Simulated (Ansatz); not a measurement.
Cost and result up the ladder for AlH2(CN) (CH2AlN) (5 atoms). Charge 0, multiplicity 1. Geometry: r2SCAN-D4/def2-TZVP.

```xyz
5

Al    0.654    0.302   -0.022
H     1.265    0.570   -1.445
H     1.338    0.634    1.353
C    -1.103   -0.510    0.040
N    -2.154   -0.996    0.074
```

Ansatz on 4 threads of Arm Neoverse V1 on a shared host. Times are rough, and most runs start from the orbitals of an earlier one. ωB97X-V/def2-TZVP serves as the yardstick here, not as an exact answer. Differences are given only for rows in sets of like size (and for xTB, whose basis is part of the method), since another set adds its own error. Binding counts from free atoms at the same level (Al doublet, H doublet, C triplet, N quartet; other spins of the atoms weren't run), without zero-point energy or a counterpoise term.

B3LYP takes the VWN-RPA correlation. Correlated methods freeze 7 core orbitals.

Correlated methods converge slowly with the basis.

```tsv
level	functions	wall time	binding energy per atom (eV)	difference from ωB97X-V/def2-TZVP (eV)
HF/6-31G	35	0.1 s	2.15	–
B3LYP-D4/6-31G	35	0.3 s	3.44	–
PBE0-D4/def2-SVP	56	0.35 s	3.70	–
MP2/def2-TZVP	111	0.4 s	3.69	-0.05
PBE-D4/def2-TZVP	111	0.55 s	3.81	0.06
revPBE-D4/def2-TZVP	111	0.55 s	3.71	-0.03
BHLYP-D4/def2-TZVP	111	0.6 s	3.57	-0.18
CAM-B3LYP-D4/def2-TZVP	111	0.65 s	3.74	-0.01
PBE0-D4/def2-TZVP (with forces)	111	0.9 s	3.69	-0.06
r2SCAN-D4/def2-TZVP	111	1.2 s	3.70	-0.05
r2SCANh-D4/def2-TZVP	111	1.3 s	3.65	-0.09
ωB97X-V/def2-TZVP	111	1.7 s	3.74	0.00
B97M-V/def2-TZVP	111	1.9 s	3.77	0.02
CCSD(T)/def2-TZVPP	132	3.4 s	3.61	-0.13
```
